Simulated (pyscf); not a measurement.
Four-centre exchange: H₃Ge–GeH₃ (SMILES [GeH3][GeH3]) + HF (SMILES F) → F–GeH₃ (SMILES [F][GeH3]) + GeH₄ (SMILES [GeH4])

Gas phase, singlet surface, charge 0. Bonds broken: Ge1–Ge2, F9–H10. Bonds formed: Ge1–F9, Ge2–H10. PySCF, gas phase, ωB97X-D3(BJ)/def2-SVP geometries.

Transition state (Å):

```xyz
10

Ge    -0.3772     0.8887    -0.4782
Ge    -0.4333    -1.1373     1.4580
H      0.9330     1.4777     0.0356
H     -1.1341     1.8487    -1.4060
H     -0.1920    -0.4271    -1.2583
H      1.0729    -1.3048     1.1780
H     -1.1648    -2.2915     0.7484
H     -0.6356    -1.3082     2.9793
F     -1.7405     1.4930     0.9266
H     -1.3220     0.5008     1.2838
```

One imaginary mode, 1042i cm⁻¹; descent along it reached the two sides named.

| bond | change | reactant side (Å) | saddle | product side |
|---|---|---|---|---|
| Ge1–Ge2 | breaks | 2.405 | 2.8 | 3.9 |
| F9–H10 | breaks | 0.927 | 1.134 | 2.7 |
| Ge1–F9 | forms | 3.1 | 2.049 | 1.748 |
| Ge2–H10 | forms | 2.8 | 1.872 | 1.533 |

Electronic energies relative to the separated reactants (kcal/mol):

```json
[
 {"level": "ωB97X-D3(BJ)/def2-TZVP", "barrier": "45.4", "reaction energy": "-4.0", "reverse barrier": "49.3"},
 {"level": "PBE/def2-TZVP", "barrier": "36.2", "reaction energy": "-5.4", "reverse barrier": "41.5"},
 {"level": "r²SCAN/def2-TZVP", "barrier": "39.2", "reaction energy": "-7.2", "reverse barrier": "46.4"},
 {"level": "B3LYP-D3(BJ)/def2-TZVP", "barrier": "42.0", "reaction energy": "-7.2", "reverse barrier": "49.2"},
 {"level": "PBE0-D3(BJ)/def2-TZVP", "barrier": "41.6", "reaction energy": "-4.2", "reverse barrier": "45.8"},
 {"level": "M06-2X/def2-TZVP", "barrier": "42.1", "reaction energy": "-11.1", "reverse barrier": "53.2"},
 {"level": "ωB97M-D3(BJ)/def2-TZVP", "barrier": "43.6", "reaction energy": "-7.6", "reverse barrier": "51.2"},
 {"level": "HF/def2-TZVP", "barrier": "63.1", "reaction energy": "-13.5", "reverse barrier": "76.5"}
]
```

With ωB97M-D3(BJ)/def2-TZVP energies and thermal terms (ideal gas, 1 atm, RRHO with modes under 100 cm⁻¹ raised to 100, one conformer, R ln 2 for rigid chiral ones), in kcal/mol:

| T (K) | ΔH‡ | ΔG‡ | ΔH | ΔG |
|---|---|---|---|---|
| 298 | 41.3 | 50.3 | -8.7 | -8.5 |
| 600 | 41.2 | 59.4 | -9.7 | -7.8 |
| 900 | 41.6 | 68.5 | -10.2 | -6.7 |
| 1200 | 42.1 | 77.4 | -10.5 | -5.5 |

This is the saddle that the search found; another between the same sides may lie lower. Elements up to Kr have no core potential and no relativistic terms here.
